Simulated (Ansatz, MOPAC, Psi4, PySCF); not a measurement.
Molecule: C4H5, net charge 0, doublet state. SMILES: [CH]=C1CC1
Geometry: optimised at B3LYP-D3(BJ)/def2-TZVP (Ansatz, an electronic-structure program).

Property: size of the dipole moment, in D. Terms: non-relativistic; no dispersion term unless named; six Cartesian d functions in 6-31G* and its kin unless marked 5d; spin-orbit terms left out; LANL2DZ all-electron up to Ne; 6-311+G** with 5d; UHF or UKS for open shells. First-principles rows: single points at B3LYP-D3(BJ) geometries (Ansatz). Semi-empirical rows: dipoles at the shared geometry.

| level | program | size of the dipole moment (D) |
|---|---|---|
| PM3 | MOPAC | 0.95 |
| SVWN5/6-31G* | Ansatz | 1.24 |
| PBE/3-21G | Ansatz | 1.13 |
| B3LYP/3-21G | Ansatz | 1.06 |
| B3LYP/LANL2DZ | Ansatz | 1.35 |
| B3LYP/6-31G | Ansatz | 1.10 |
| B3LYP/6-31G* | Ansatz | 1.10 |
| B3LYP/6-31+G* | Ansatz | 1.31 |
| B3LYP/def2-SVP | Ansatz | 1.11 |
| B3LYP/6-311+G** | Ansatz | 1.30 |
| PBE0/6-311+G** | Ansatz | 1.25 |
| M06-2X/6-31G* (5d) | PySCF | 0.96 |
| wB97X-D/6-31G* | Psi4 | 1.09 |

No value to compare with is used here. The 13 habitual levels span 0.95 (PM3) to 1.35 D (B3LYP/LANL2DZ).

The levels are drawn from those run, B3LYP/6-31G* more often than the rest, none by its result; runs whose electronic state is in doubt are left out.
